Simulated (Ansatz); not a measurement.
Relaxation of AlH6NO (9 atoms, charge 0, multiplicity 1), to a largest force component of 0.03 eV/Å in at most 50 steps.

Theory: RKS B3LYP-D4/def2-SVP in Ansatz.

```xyz
9
Properties=species:S:1:pos:R:3
Al 0.127 0.511 -0.380
O -0.159 -0.164 2.494
H -1.099 -0.305 2.672
H 1.511 -0.179 -0.685
H -1.295 0.021 -0.868
N 0.148 2.159 0.517
H 1.005 2.676 0.701
H -0.642 2.800 0.512
H -0.099 0.806 2.306
```

**Question.** Where does it end, and by what steps?

**Answer.** The forces met the threshold. After 8 steps the energy has fallen by 0.580 eV; O2 moved furthest, 0.52 Å. Joined: Al1–O2 (2.97 → 2.02 Å).

```csv
step,energy less start (eV),largest force component (eV/Å),accepted
0,0.0000,1.228,yes
1,-0.1755,0.816,yes
2,-0.3968,1.141,yes
3,-0.5183,1.105,yes
4,-0.5610,0.487,yes
5,-0.5698,0.216,yes
6,-0.5786,0.155,yes
7,-0.5795,0.037,yes
8,-0.5797,0.021,yes
```

```xyz
9
Properties=species:S:1:pos:R:3
Al 0.067 0.409 0.030
O -0.119 -0.048 1.989
H -0.967 -0.384 2.314
H 1.438 -0.224 -0.453
H -1.346 -0.009 -0.578
N 0.139 2.147 0.701
H 1.011 2.674 0.689
H -0.613 2.803 0.493
H -0.114 0.959 2.085
```

Run time: 39 s on 1 thread of Arm Neoverse N1 (shared host), peak memory 0.14 GiB.
